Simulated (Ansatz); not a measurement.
The reference is Pd in the fcc (Cu type) structure (space group Fm-3m, No. 225; a = 3.943 Å).

All numbers come from PBE (Ansatz, a first-principles code; PAW; 420 eV plane waves; no SOC).

Modification: full substitution Pd → Pt; the structure is relaxed again.

Measured lattice parameter a: Pd 3.876 Å (static lattice; corrected from measurement; as listed in Daniel Mejia-Rodriguez, S. B. Trickey, Phys. Rev. B (2018)); Pt 3.913 Å (static lattice; corrected from measurement; as listed in Daniel Mejia-Rodriguez, S. B. Trickey, Phys. Rev. B (2018)).

Problem. How well does PBE reproduce the measured shift?

Solution. With PBE the lattice parameter a moves by +0.028 Å (3.943 → 3.970) against +0.037 Å measured.

No phonon test of stability was made. The final runs are not spin-polarised. Pt lies near a magnetic instability that expansion can trigger; it was not tested.
